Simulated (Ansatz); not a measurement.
# Nudged elastic band run: C2H7NS

Input:

```yaml
crystal:
  periodic: [false, false, false]
  atoms:
    - { symbol: "N", position_ang: [-0.351286, 1.394964, -0.56638] }
    - { symbol: C, position_ang: [-0.263002, 0.459941, 0.53887] }
    - { symbol: C, position_ang: [0.829497, -0.567912, 0.283762] }
    - { symbol: S, position_ang: [0.515484, -1.633451, -1.175557] }
    - { symbol: H, position_ang: [-0.55057, 0.868556, -1.420294] }
    - { symbol: H, position_ang: [-1.135614, 2.031298, -0.429654] }
    - { symbol: H, position_ang: [0.005755, 1.014221, 1.457803] }
    - { symbol: H, position_ang: [-1.207089, -0.087322, 0.773268] }
    - { symbol: H, position_ang: [1.773266, -0.051693, 0.045237] }
    - { symbol: H, position_ang: [0.999577, -1.202418, 1.167263] }
    - { symbol: H, position_ang: [-0.550717, -2.282984, -0.653717] }
basis:
  gaussian: { orbitals: def2-SVP }
hamiltonian:
  xc: r2scan
  dispersion: d4
neb:
  order_check: false
  images: 3
  f_tol: 0.05
  max_iterations: 60
  initial_path: idpp
  climbing: true
  final_atoms:
    - { symbol: "N", position_ang: [-1.01535516, 0.66640026, -0.57502321] }
    - { symbol: C, position_ang: [0.08040483, 0.61733222, 0.38232466] }
    - { symbol: C, position_ang: [0.62045787, -0.80287462, 0.51112929] }
    - { symbol: S, position_ang: [1.2625828, -1.449441, -1.07362774] }
    - { symbol: H, position_ang: [-1.86076613, 0.26016849, -0.17277093] }
    - { symbol: H, position_ang: [-1.24254685, 1.62784404, -0.82165601] }
    - { symbol: H, position_ang: [0.88990304, 1.26979233, 0.01380382] }
    - { symbol: H, position_ang: [-0.18957246, 0.97695342, 1.40044622] }
    - { symbol: H, position_ang: [1.45665664, -0.82899224, 1.22684249] }
    - { symbol: H, position_ang: [-0.16428321, -1.47586918, 0.9017099] }
    - { symbol: H, position_ang: [0.22781962, -0.91811371, -1.77257751] }
```

Run as:

```bash
$ ansatz run input.yaml --threads 2 --pin off --max-ram 3072MiB --backend cpu --events-out ev --progress --plain --runs-dir out
```

Output, in part (warnings, iteration lines, the closing report on the highest movable image, with atoms numbered from 0):

```
NEB end point (image 0): max|allowed force component| = 1.443e-3 eV/Å (the criterion of neb.relax_end_points is 1.000e-2)
NEB end point (image 4): max|allowed force component| = 5.509e-3 eV/Å (the criterion of neb.relax_end_points is 1.000e-2)
NEB iter   1: max|band force component| = 1.572e0 eV/Å  barrier→ = 0.5362 eV  barrier← = 0.5580 eV  Δτ_max = 0.1394 Å  (140 SCF iters)
NEB iter   2: max|band force component| = 6.994e-1 eV/Å  barrier→ = 0.4194 eV  barrier← = 0.4412 eV  Δτ_max = 0.0599 Å  (86 SCF iters)
NEB iter   3: max|band force component| = 1.586e-1 eV/Å  barrier→ = 0.3913 eV  barrier← = 0.4130 eV  CI = image 2  Δτ_max = 0.0272 Å  (88 SCF iters)
NEB iter   4: max|band force component| = 7.646e-2 eV/Å  barrier→ = 0.3884 eV  barrier← = 0.4102 eV  CI = image 2  Δτ_max = 0.0319 Å  (87 SCF iters)
NEB iter   5: max|band force component| = 4.857e-2 eV/Å  barrier→ = 0.3872 eV  barrier← = 0.4090 eV  CI = image 2  Δτ_max = 0.0000 Å  (178 SCF iters)
Total energy: -14503.98587453 eV, -533.0116497344 hartree
Atom 0 at    -0.914878     0.961207    -0.596083 Å, force     0.009355     0.008985     0.040119 eV/Å
Atom 1 at    -0.226371     0.505144     0.598373 Å, force     0.042807    -0.036379    -0.040801 eV/Å
Atom 2 at     0.901077    -0.537752     0.336902 Å, force    -0.048624     0.034554    -0.012943 eV/Å
Atom 3 at     1.275358    -0.984661    -1.394465 Å, force    -0.011113     0.002687     0.005616 eV/Å
Atom 4 at    -1.461071     0.203894    -1.007544 Å, force     0.003224    -0.004416    -0.006048 eV/Å
Atom 5 at    -1.584958     1.685269    -0.337930 Å, force    -0.009935    -0.007081    -0.016978 eV/Å
Atom 6 at     0.228459     1.392765     1.068718 Å, force     0.003291     0.009503     0.007427 eV/Å
Atom 7 at    -0.894276     0.062752     1.371284 Å, force    -0.010401     0.006292     0.013815 eV/Å
Atom 8 at     1.863427    -0.151739     0.706323 Å, force     0.004333    -0.009283     0.006118 eV/Å
Atom 9 at     0.708895    -1.464967     0.897136 Å, force     0.008575    -0.005590     0.000663 eV/Å
Atom 10 at     0.169638    -1.728712    -1.622113 Å, force     0.008487     0.000729     0.003013 eV/Å
Dipole moment:    -0.428569    -0.065305     0.379355 e Å
```

It converged. Another band between the same ends (9 images) ends at a top of the same energy, where a vibrational analysis finds 1 clearly imaginary mode. So few images can step over the top or miss a turn of the path.

Final band (atoms are numbered from 1 in the order of the input):

| image | path coordinate (Å) | energy (eV) | dihedral N1–C2–C3–H9 (°) |
| --- | --- | --- | --- |
| 0 | 0.00 | 0.00 | 53 |
| 1 | 1.15 | 0.19 | 86 |
| 2 | 2.30 | 0.39 | 121 |
| 3 | 3.48 | 0.19 | 154 |
| 4 | 4.67 | -0.02 | 179 |

The run took 53 s on 2 threads of Arm Neoverse V2 (shared host), peak memory 0.14 GiB.
